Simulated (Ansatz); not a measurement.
in.yaml

```yaml
crystal:
  periodic: [false, false, false]
  atoms:
    - {symbol: Sb, position_ang: [0.000114, -0.000006, -0.023295]}
    - {symbol: H, position_ang: [1.406538, 0.011908, 0.944916]}
    - {symbol: H, position_ang: [-0.720262, 1.216511, 0.934174]}
    - {symbol: H, position_ang: [-0.700068, -1.227677, 0.934918]}
basis:
  gaussian: {orbitals: def2-SVP}
correlation: {method: fic_nevpt4_sd, electrons: outside_noble_gas, active_space: {window: {electrons: 4, orbitals: 5}}}
accuracy: high
```

```sh
$ ansatz run in.yaml --threads 1 --pin off --events-out ev --progress --plain --max-ram 2393MiB
```

The program prints:

```
990 factors; integrals over basis functions are off by at most 2.8e-9 eV
mean field evaluation 1: about -6556.7325 eV, gradient 7.6e0 eV
mean field evaluation 2: about -6556.7376 eV, gradient 7.6e0 eV
mean field evaluation 4: about -6557.1021 eV, gradient 4.2e-1 eV
mean field evaluation 8: about -6557.1026 eV, gradient 5.1e-4 eV
mean field -6557.10255695 eV, -240.9690744041 hartree, gradient 3.3e-8 eV, S^2 0.000000; 0 other end points of the search recorded, 0 dependent functions left out
reference -6557.10255695 eV, -240.9690744041 hartree; 13, 13 occupied and 28, 28 virtual orbitals, 990 factors
state -6558.12316322 eV, -241.0065809928 hartree
state -6558.12316322 eV, -241.0065809928 hartree; corrected -6560.83096993 eV, -241.1060910538 hartree
Total energy: -6560.83096993 eV, -241.1060910538 hartree
```

Ran on 1 thread of Intel Xeon, shared host: 16 s wall, 0.12 GiB peak host memory.
